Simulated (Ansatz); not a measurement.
The input, for Ansatz 0.2.0:

```yaml
crystal:
  periodic: [false, false, false]
  atoms:
    - {symbol: Al, position_ang: [0.000000, -0.548326, 1.216547]}
    - {symbol: Al, position_ang: [0.000000, 0.527341, -1.188597]}
    - {symbol: H, position_ang: [0.000000, 0.981052, 1.758006]}
    - {symbol: H, position_ang: [0.000000, -0.419288, -2.506197]}
basis:
  gaussian: {orbitals: 6-31G}
magnetization: {spin_polarized: false}
correlation: {method: ccsdtq, electrons: outside_noble_gas}
```

```sh
$ ansatz run in.yaml --threads 1 --pin off --events-out ev --progress --plain --max-ram 2393MiB
```

Output:

```
616 factors; integrals over basis functions are off by at most 1.6e-7 eV
mean field evaluation 1: about -13192.8572 eV, gradient 7.2e0 eV
mean field evaluation 2: about -13192.8597 eV, gradient 7.2e0 eV
mean field evaluation 4: about -13193.2865 eV, gradient 4.9e-1 eV
mean field evaluation 8: about -13193.2891 eV, gradient 4.8e-4 eV
mean field evaluation 16: about -13193.2891 eV, gradient 4.8e-6 eV
mean field -13193.28913076 eV, -484.8444328229 hartree, gradient 4.8e-6 eV, S^2 0.000000; 0 other end points of the search recorded, 0 dependent functions left out; unrestricted orbitals would lower it
10 core orbitals not correlated: weight in the atoms' cores, before any rotation towards them, 1.000 or more for the frozen orbitals, at most 0.000 for the correlated occupied ones
reference -13193.28913076 eV, -484.8444328229 hartree; 4, 4 occupied and 16, 16 virtual orbitals, 616 factors
second order -1.86280454 eV of doubles, -0.00000000 eV of singles
cycle   1  -2.37637886 eV  change   -5.1e-1 eV  update   9.7e-2
cycle   2  -2.78157587 eV  change   -4.1e-1 eV  update   5.4e-2
cycle   3  -2.82168173 eV  change   -4.0e-2 eV  update   2.2e-2
cycle   4  -2.83557943 eV  change   -1.4e-2 eV  update   1.3e-2
cycle   5  -2.84489545 eV  change   -9.3e-3 eV  update   6.0e-3
cycle   6  -2.84255085 eV  change    2.3e-3 eV  update   2.7e-3
cycle   7  -2.84094804 eV  change    1.6e-3 eV  update   1.2e-3
cycle   8  -2.84152122 eV  change   -5.7e-4 eV  update   6.4e-4
cycle   9  -2.84190001 eV  change   -3.8e-4 eV  update   3.0e-4
cycle  10  -2.84162441 eV  change    2.8e-4 eV  update   1.5e-4
cycle  11  -2.84168065 eV  change   -5.6e-5 eV  update   8.3e-5
cycle  12  -2.84166959 eV  change    1.1e-5 eV  update   3.9e-5
cycle  13  -2.84169127 eV  change   -2.2e-5 eV  update   2.3e-5
cycle  14  -2.84170258 eV  change   -1.1e-5 eV  update   1.2e-5
cycle  15  -2.84169482 eV  change    7.8e-6 eV  update   6.9e-6
cycle  16  -2.84169262 eV  change    2.2e-6 eV  update   3.6e-6
cycle  17  -2.84169200 eV  change    6.2e-7 eV  update   1.9e-6
cycle  18  -2.84169256 eV  change   -5.6e-7 eV  update   1.2e-6
cycle  19  -2.84169333 eV  change   -7.7e-7 eV  update   5.6e-7
Total energy: -13196.13082409 eV, -484.9488631265 hartree
```

For the same geometry and basis full CI lies 0.2 meV lower.

Ran on 1 thread of Arm Neoverse V1, shared host: 9.5 s wall, 0.14 GiB peak host memory.
